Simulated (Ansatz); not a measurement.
**Relaxing CoOs3**

Level of theory: DFT PBE, scalar-relativistic, plane waves, PAW in Ansatz.

CoOs3 was placed on the Cu3Au (L1_2) structure type (Pm-3m, No. 221), with Co in place of Au, Os in place of Cu, at a guessed volume.

The final relaxation ran on this input, with the default PAW datasets:

```yaml
crystal:
  lattice:
    - [3.7707145859, 0.0, 0.0]
    - [0.0, 3.7707145859, 0.0]
    - [0.0, 0.0, 3.7707145859]
  atoms:
    - { symbol: Co, position: [0.0, 0.0, 0.0] }
    - { symbol: Os, position: [0.0, 0.5, 0.5] }
    - { symbol: Os, position: [0.5, 0.0, 0.5] }
    - { symbol: Os, position: [0.5, 0.5, 0.0] }
basis:
  ecutwfc: 420
kpoints:
  mp_grid: { grid: [12, 12, 12] }
hamiltonian:
  xc: pbe
scf:
  occupations: { method: gaussian, width: 0.1 }
output:
  forces: true
  stress: true
  eigenvalues: true
relax:
  adjacent_minimum: "off"
  f_tol: 0.01
  max_steps: 80
  cell: { stress_tol: 0.05 }
```

Launched as:

```bash
ansatz run input.yaml --threads 1 --pin off --max-ram 2560MiB --backend cpu --events-out ev --progress --plain --runs-dir out
```

It took 35 s on 1 thread of Arm Neoverse V2, on a shared host, peak memory 0.42 GiB.

The program printed at the end:

```
SCF converged after 7 iterations
Free energy (F): -39279.124125 eV
Harris-Foulkes:  -39279.124125 eV  (|F-HF|=0.00e0)
Internal energy: -39279.114307 eV  (E = F + TS)
E sigma→0 (E₀):  -39279.119216 eV
Entropy (-TS):   -0.009818 eV (-2.455 meV/atom)
Fermi energy:    24.023846 eV
--- Per-component energies (eV) ---
  E_band       = -439.315095
  E_kinetic    = 2138.972084
  E_local      = -5366.308197  (includes V_loc(G=0)·N_el)
  E_nonlocal   = 447.250022
  E_hartree    = 2256.279324
  E_xc         = -959.144291
  E_vxc        = -1057.426114  (∫ρ·V_xc dr)
  E_paw        = -28548.937312  (= ΣΔE_a)
  E_vpaw       = -1114.361383  (= ΣTr[D̂ρ^β])
  E_aug_tail   = -0.000150  (compensation charges beyond the density's cutoff)
  E_ewald      = -9247.225786
  E_smearing   = -0.009818  (= −TS)
  E_closure    = 0.000000  (closes the sum)
  Σ components = -39279.124125   (vs F -39279.124125, Δ=0.00e0)
--- Forces (eV/Å), atoms counted from 1 ---
  atom   1  Co     0.00000000     0.00000000     0.00000000
  atom   2  Os     0.00000000     0.00000000     0.00000000
  atom   3  Os     0.00000000     0.00000000     0.00000000
  atom   4  Os     0.00000000     0.00000000     0.00000000
  max |Σ_I F_I| component: 3.16e-28 eV/Å
--- Stress (GPa, compression-positive) ---
       -0.000247       0.000000       0.000000
        0.000000      -0.000247       0.000000
        0.000000       0.000000      -0.000247
  P = ⅓ Tr σ = -0.0002 GPa (-0.002 kbar)
--- Relaxed structure (3 steps of the walk, 2 accepted, 1 SCFs on fresh bases) ---
  F+E_penalty+E_count = -39279.12412471 eV   max|allowed force component| = 1.399e-28 eV/Å   (the final SCF, on the basis selected at the relaxed cell)
  cell:  # Å, volume = 53.6618 Å³
    - [3.771855, 0.000000, 0.0]
    - [0.000000, 3.771855, 0.0]
    - [0.0, 0.0, 3.771855]
  atoms:
    - { symbol: Co, position: [0.000000, 0.000000, 0.000000] }
    - { symbol: Os, position: [0.000000, 0.500000, 0.500000] }
    - { symbol: Os, position: [0.500000, 0.000000, 0.500000] }
    - { symbol: Os, position: [0.500000, 0.500000, 0.000000] }
```

Total energies depend on the potentials used, so only differences within one code and one set of settings carry meaning.

The result has space group Pm-3m (No. 221). Co has 12 Os at 2.67 Å; Os has 4 Co at 2.67 Å and 8 Os at 2.67 Å.

Against the elements it lies at 0.17 eV/atom. Formation energies are uncorrected and refer to the elements' standard structures at the same level.

The k mesh leaves about 4 meV/atom of noise in metals. Spin–orbit coupling is left out.

A structure relaxed within its symmetry needn't be a true minimum.